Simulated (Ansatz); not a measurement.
## Bulk modulus B0 of some bcc solids

Method: PBEsol in Ansatz (PAW). References are measured values corrected to a static lattice. The table is a random draw of 10 from 11 solids with such references.

Values in GPa.

```
solid          reference  PBEsol  error (%)
------  ----------------  ------  ---------
bcc Na               7.9    7.88       -0.3
bcc W      312 (300–328)     322       +3.2
bcc V                161     197        +22
bcc K               3.75    3.72       -0.8
bcc Fe               174     224        +29
bcc Ba  9.34 (9.34–10.6)    9.16       -1.9
bcc Ta               198     208       +5.1
bcc Nb               173     181       +4.6
bcc Li  13.8 (13.1–13.9)    13.7       -0.7
bcc Mo     265 (265–278)     280       +5.7
```

Over these 10 solids the mean error is +6.6 %, the mean absolute error 7.3 % (median 3.9 %), and the worst case bcc Fe at +29 %; the value is above the reference in 6 of 10 cases. Over all 11, from unrounded values, the mean error is +5.8 % and the mean absolute error 6.9 % (median 3.2 %).

All these references are brought to a static lattice.

Spin–orbit coupling is left out, also for the solids with elements from indium on (bcc W, bcc Ba, bcc Ta); its size isn't shown.

Brackets give the range of the sources taken for a reference, where it is wide; it can hold other temperatures.

Differences are worked out from the printed values.

Each level is taken at its own relaxed cell. Ansatz's density-functional and Hartree–Fock values are scalar-relativistic unless marked +SOC, with PAW data made under PBE.

Ansatz's runs of these crystals have no spin polarisation, but for bcc Fe.

Density-functional runs with spin start from parallel moments for bcc Fe.

Not in this set, of the bcc solids with a reference value in our tables and a result at some level: 2 for sources at odds. These can be a level's best or worst cases. Solids without a released value at any level aren't counted. Layered and molecular crystals are counted apart. The metals Ce to Yb are counted apart.

References as tabulated in Levämäki et al. (2014), arXiv:1402.3671; Mejia-Rodriguez and Trickey (2018), arXiv:1807.09216; doi:10.1021/acs.jctc.3c00612.

Ansatz is an electronic-structure program.
